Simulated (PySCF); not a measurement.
Gas-phase reaction: SiH4 + 4 O = Si(OH)4

Energies from PySCF (xtb for GFN2), thermal terms from the rigid-rotor harmonic-oscillator model, ideal gas at 1 bar. † marks an energy on the PBE0/def2-TZVP geometry and frequencies; other levels use their own. MP2 freezes the core. 6-31G* has spherical d functions here. Open shells (unrestricted): O (multiplicity 3, electronic degeneracy 9); the rest are closed-shell singlets. GFN2 has no spin-polarisation term. Spin-orbit splitting is ignored; it lowers the true energy and changes the entropy of O. MP2 isn't extrapolated to the basis-set limit; its ΔH°(298 K) is -2222.5 kJ in def2-SVP and -2434.5 kJ in def2-TZVPP. The harmonic model lacks anharmonicity and excited electronic states, which grow with temperature; levels with a mode under 35 cm⁻¹ are left out. Internal rotation in Si(OH)4 is treated as a harmonic vibration of one conformer, which makes the entropy rough.

```tsv
level	ΔE electronic, kJ	ΔH°(298 K), kJ	ΔS°(298 K), J/K	ΔG°(800 K), kJ
GFN2-xTB	-3647	-3594	-519	-3177
HF/6-31G*	-1389	-1330	-527	-906
MP2/def2-SVP†	-2280	-2222	-522	-1804
PBE/def2-SVP	-2402	-2348	-519	-1932
PBE/def2-TZVP†	-2452	-2395	-522	-1976
PBE0/def2-TZVP	-2345	-2288	-522	-1869
LDA/def2-TZVP†	-2881	-2824	-522	-2405
```
ΔH° is lowest at GFN2-xTB and highest at HF/6-31G*. No reference value is set beside these.
